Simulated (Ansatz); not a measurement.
Relaxation of CH$_{3}$LiSi (6 atoms, charge 0, multiplicity 1), to a largest force component of 0.02 eV/Å in at most 40 steps.

All numbers below come from RHF/6-31G* (Ansatz 0.2.0).

```xyz
6
Properties=species:S:1:pos:R:3
Li -2.184 0.234 0.573
Si -0.398 -0.779 -0.673
C 0.487 0.407 0.305
H 0.597 -1.486 -1.524
H 1.551 0.585 0.298
H -0.053 1.040 1.021
```

**Question.** Where does it end, and by what steps?

**Answer.** It converged. After 14 steps the energy has fallen by 0.270 eV; Li1 moved furthest, 0.81 Å. Joined: Li1–C3.

```
step  energy less start (eV)  largest force component (eV/Å)  accepted
   0                  0.0000                           0.920       yes
   1                 -0.0367                           0.544       yes
   2                 -0.0773                           0.368       yes
   3                 -0.0937                           0.426       yes
   4                 -0.1173                           0.319       yes
   5                 -0.1386                           0.473       yes
   6                 -0.1644                           0.652       yes
   7                 -0.2023                           0.544       yes
   8                 -0.2366                           0.425       yes
   9                 -0.2180                           0.597        no
  10                 -0.2667                           0.138       yes
  11                 -0.2676                           0.142       yes
  12                 -0.2690                           0.072       yes
  13                 -0.2694                           0.040       yes
  14                 -0.2696                           0.018       yes
```

```xyz
6
Properties=species:S:1:pos:R:3
Li -1.784 0.766 0.119
Si -0.246 -1.235 -0.313
C 0.313 0.303 0.377
H 0.538 -1.302 -1.602
H 1.117 0.922 0.006
H 0.063 0.546 1.412
```

Whether the end is a true minimum wasn't checked by a vibrational analysis.

The run took 10 s on 1 thread of Intel(R) Xeon(R) Platinum 8488C (Sapphire Rapids), with other jobs on the host, peak memory 0.13 GiB.
